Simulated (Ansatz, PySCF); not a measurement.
CH, SMILES [CH] (connectivity only; charge and spin as stated), charge +1, multiplicity 1.

The structure is a stationary point at B3LYP-D3(BJ)/def2-TZVPD.

Vertical ionisation energy (IE) and electron affinity (EA) in eV. Rows of orbital energies are one-electron estimates. Where ΔSCF, EOM or ADC give a negative EA the extra electron is unbound and the value depends on the basis.

```json
[
 {"level": "−ε(HOMO), −ε(LUMO), CAM-B3LYP/def2-TZVPD (PySCF)", "IE": "21.40", "EA": "13.11"},
 {"level": "−ε(HOMO), −ε(LUMO), r2SCAN/def2-TZVPD (PySCF)", "IE": "…", "EA": "…"},
 {"level": "−ε(HOMO), −ε(LUMO), PBE/def2-TZVPD (PySCF)", "IE": "18.27", "EA": "16.12"},
 {"level": "EOM-CCSD/aug-cc-pVDZ (PySCF)", "IE": "23.96", "EA": "10.42"},
 {"level": "ADC(3)/aug-cc-pVDZ (PySCF)", "IE": "23.68", "EA": "10.60"},
 {"level": "ΔSCF, ωB97X-V/def2-TZVPD (Ansatz), final states of multiplicity 2 and 2", "IE": "23.95", "EA": "10.78"},
 {"level": "ΔSCF, PBE/def2-TZVPD (Ansatz), final states of multiplicity 2 and 2", "IE": "23.93", "EA": "11.02"}
]
```

### Question
Fill in the missing entries. (An estimate is asked for; the answer gives what the named calculation found.)

### Answer

- −ε(HOMO), −ε(LUMO), r2SCAN/def2-TZVPD (PySCF), IE: 18.59
- −ε(HOMO), −ε(LUMO), r2SCAN/def2-TZVPD (PySCF), EA: 15.63

### Question
What vertical singlet–triplet gap does ΔSCF give with ωB97X-V/def2-TZVPD (Ansatz, a program for electronic structure) and with PBE/def2-TZVPD (Ansatz)? (The exact figures need the calculation; the answer reports its results.)

### Answer
1.04 and 0.77 eV (triplet above singlet where positive).

### Question
Give the lowest 1s main lines (those of the lightest heavy element) from CVS-ADC(2)-x/aug-cc-pVDZ (PySCF, non-relativistic), with pole strengths. (An estimate is asked for; the answer gives what the named calculation found.)

### Answer
314.7 eV (1.66).

### Question
Beyond the first one, list the lowest photoelectron lines from ADC(3)/aug-cc-pVDZ run with PySCF with their pole strengths (two spins summed). (Estimate from the structure and the level; the computed values follow.)

### Answer
33.65 eV (1.80).
